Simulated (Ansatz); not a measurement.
**ClH₂OSi+ (SMILES O[SiH+]Cl): single points off equilibrium**

A test off equilibrium: a structure displaced at random from a GFN2-xTB minimum is computed at several levels, and each is set against CCSD(T).

Method: single points in def2-TZVPP; program: Ansatz 0.2.0, Gaussian basis.

Correlated methods freeze the cores.

### Step 1. Where the work starts

SMILES `O[SiH+]Cl`, 5 atoms, charge 1, spin multiplicity 1.

Atoms are counted from 1 here; the program's logs count them from 0.

Bond lengths: O1–Si2 1.587 Å, O1–H4 1.041 Å, Si2–Cl3 1.803 Å, Si2–H5 1.513 Å. Angles: Si2–O1–H4 143.7°, O1–Si2–Cl3 129.1°, O1–Si2–H5 92.4°, Cl3–Si2–H5 137.7°.

Coordinates:

```xyz
5
charge 1, multiplicity 1
O    -0.8055   -0.3316   -0.5726
Si    0.2688    0.3509    0.3748
Cl    1.5893   -0.4150    1.3334
H    -1.1536   -1.2476   -0.9231
H    -0.1352    1.7422   -0.0626
```

### Step 2. CCSD(T)/def2-TZVPP

File run/in.yaml:

```yaml
crystal:
  periodic: [false, false, false]
  atoms:
    - {symbol: O, position_ang: [-0.805500, -0.331600, -0.572600]}
    - {symbol: Si, position_ang: [0.268800, 0.350900, 0.374800]}
    - {symbol: Cl, position_ang: [1.589300, -0.415000, 1.333400]}
    - {symbol: H, position_ang: [-1.153600, -1.247600, -0.923100]}
    - {symbol: H, position_ang: [-0.135200, 1.742200, -0.062600]}
basis:
  gaussian: {orbitals: def2-TZVPP}
total_charge: 1
correlation: {method: ccsd_t}
output: {forces: true}
```

No record of the launch command was kept for these runs.

### Step 3. PBE0-D4/def2-TZVPP

Edit run/in.yaml of step 2 so:

```diff
@@ -11,3 +11,3 @@
 total_charge: 1
-correlation: {method: ccsd_t}
-output: {forces: true}
+hamiltonian: {xc: pbe0, dispersion: d4}
+output: {forces: true, orbitals: {seedname: orbitals}}
```

### Step 4. wB97M-V/def2-TZVPP

Edit run/in.yaml of step 3 so:

```diff
@@ -11,3 +11,3 @@
 total_charge: 1
-hamiltonian: {xc: pbe0, dispersion: d4}
-output: {forces: true, orbitals: {seedname: orbitals}}
+hamiltonian: {xc: {name: wB97M-V}}
+output: {forces: true}
```

### Step 5. r2SCAN-D4/def2-TZVPP

Edit run/in.yaml of step 4 so:

```diff
@@ -11,3 +11,3 @@
 total_charge: 1
-hamiltonian: {xc: {name: wB97M-V}}
+hamiltonian: {xc: r2scan, dispersion: d4}
 output: {forces: true}
```

### Step 6. PBE-D4/def2-TZVPP

Edit run/in.yaml of step 5 so:

```diff
@@ -11,3 +11,3 @@
 total_charge: 1
-hamiltonian: {xc: r2scan, dispersion: d4}
+hamiltonian: {xc: pbe, dispersion: d4}
 output: {forces: true}
```

### Step 7. CAM-B3LYP-D4/def2-TZVPP

Edit run/in.yaml of step 6 so:

```diff
@@ -11,3 +11,3 @@
 total_charge: 1
-hamiltonian: {xc: pbe, dispersion: d4}
+hamiltonian: {xc: {name: CAM-B3LYP}, dispersion: d4}
 output: {forces: true}
```

### Step 8. LC-wPBE/def2-TZVPP

Edit run/in.yaml of step 7 so:

```diff
@@ -11,3 +11,3 @@
 total_charge: 1
-hamiltonian: {xc: {name: CAM-B3LYP}, dispersion: d4}
+hamiltonian: {xc: {name: LC-wPBE}}
 output: {forces: true}
```

(Steps that only read results are left out.)

Q: Predict the outcome of this session. Wanted: energy less free atoms, CCSD(T)/def2-TZVPP; RMS force component; RMS force error; HOMO and LUMO, PBE0-D4; T1 diagnostic.

**Answer**, as computed:

| quantity | value |
| --- | --- |
| energy less free atoms, CCSD(T)/def2-TZVPP | -768.4 kJ/mol |
| RMS force component | 2.633 to 2.769 eV/Å over the methods |
| RMS force error | PBE0-D4 0.118, wB97M-V 0.087, r2SCAN-D4 0.095, PBE-D4 0.243, CAM-B3LYP-D4 0.151, LC-wPBE 0.198 eV/Å |
| HOMO and LUMO, PBE0-D4 | -16.29 and -7.93 eV |
| T1 diagnostic | 0.014 |

What this shows: Against CCSD(T) the functionals' energies less atoms differ by -73.5 to -20.0 kJ/mol, PBE-D4 by -73.5 kJ/mol. A larger basis would deepen the CCSD(T) value, while the functionals are nearly converged already, so the order here is not reliable. The forces of wB97M-V come nearest to CCSD(T), those of PBE-D4 are farthest. Frozen-core CCSD(T) forces in triple zeta carry basis errors of their own, and this is one geometry, so small gaps rank nothing.
